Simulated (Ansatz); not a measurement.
A made-up structure of CH6AlSi (charge +1), closed shell:

```
9
angstrom
Al -0.4031 0.9590 -1.1073
C -0.2357 -0.8358 0.7446
Si 1.0169 0.3569 0.0262
H -1.0295 -0.5091 0.1227
H -1.3057 1.6691 -2.1559
H 2.1113 -0.2609 -0.6349
H 1.5151 1.3166 0.9466
H -0.1523 -1.8551 0.4659
H -0.6173 -0.6194 1.7096
```

It is relaxed with PBE-D4/def2-SVP and then PBE0-D4/def2-TZVP (Ansatz 0.2.0). Atoms count as bonded within 1.22 times the sum of their covalent radii (H–H: 0.88 Å). The end point is not checked to be a true minimum.

**Question.** Does its bonding change? (Judge from chemistry; the calculation decides.)

**Answer.** By the calculation: No: no bond forms or breaks.

Where it ends: The first stage lowers the energy by 3.21 eV in 18 steps. It ends as CH₆AlSi ([CH3][SiH2][AlH]), total charge +1:
Al1  (-0.337, 1.368, -1.774)
C2  (-0.253, -1.023, 0.912)
Si3  (0.788, 0.327, 0.172)
H4  (-1.206, -0.646, 1.284)
H5  (-1.018, 2.054, -3.014)
H6  (2.059, -0.110, -0.456)
H7  (0.999, 1.521, 1.029)
H8  (-0.435, -1.833, 0.204)
H9  (0.302, -1.436, 1.761)
(Å)

Labels in which every atom is bracketed show which atoms are joined, not bond orders.

For scale, one of the runs: PBE0-D4/def2-TZVP relaxation, 141 basis functions, launched by `ansatz run in.yaml --threads 2 --pin off --events-out ev --progress --plain --max-ram 4352MiB`. The run took about 17 s on 2 CPU threads of an Arm Neoverse V1 (shared host).
